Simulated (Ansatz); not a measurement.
Two structures, one formula

Two relaxed structures of Al$_{2}$H$_{3}$S, doublet (PBE0-D4/def2-TZVP; forces vanish, vibrations not checked).

A:

Al1  (-1.142, 0.846, -1.290)
Al2  (0.464, -0.454, 0.277)
S3  (1.524, -1.382, 1.724)
H4  (-2.226, -0.094, -1.933)
H5  (-0.625, 2.293, -1.620)
H6  (-1.042, 0.553, 0.416)
(Å)

B:

```xyz
6
angstrom
Al -0.9106 0.7489 -1.2382
Al 0.1088 -0.0654 0.9675
S 1.7658 -1.4806 1.2530
H -2.2482 0.0646 -1.7625
H -0.4599 2.1613 -1.8162
H 1.7440 -1.4287 2.5964
```

Computed with Ansatz 0.2.0 (basis: def2-TZVPP); correlated methods freeze the cores; orbitals are unrestricted. B3LYP uses VWN-RPA correlation.

Which structure is lower at CCSD(T), and by how much? (To be estimated.)

The calculation gives: B, by 0.438 eV (electronic energy, against the other). By their contacts, A is Al₂H₃S ([S][Al]1[H][AlH2]1) and B is Al₂H₃S ([AlH2][Al][SH]).

All methods give the same order:

```tsv
method	E(B) − E(A) (eV)
PBE-D4	-0.387
r2SCAN-D4	-0.311
PBE0-D4	-0.488
B3LYP-D4	-0.428
wB97M-V	-0.473
HF	-0.725
MP2	-0.354
CCSD	-0.525
CCSD(T)	-0.438
```

No T1 diagnostic of these runs exceeds 0.026. ⟨S²⟩ of the unrestricted Hartree–Fock references: 0.77 to 0.81 (a pure state has 0.75). The unrestricted reference is spin-contaminated, which hurts MP2 most.

Labels in which every atom is bracketed show which atoms are joined, not bond orders.

For scale, one of the runs: CCSD(T)/def2-TZVPP, 168 basis functions, launched by `ansatz run in.yaml --threads 2 --pin off --events-out ev --progress --plain --max-ram 4352MiB`. Time: 51 s of wall clock on 2 CPU threads of an Arm Neoverse V2; the host was shared. Peak host memory: 2.7 GiB.
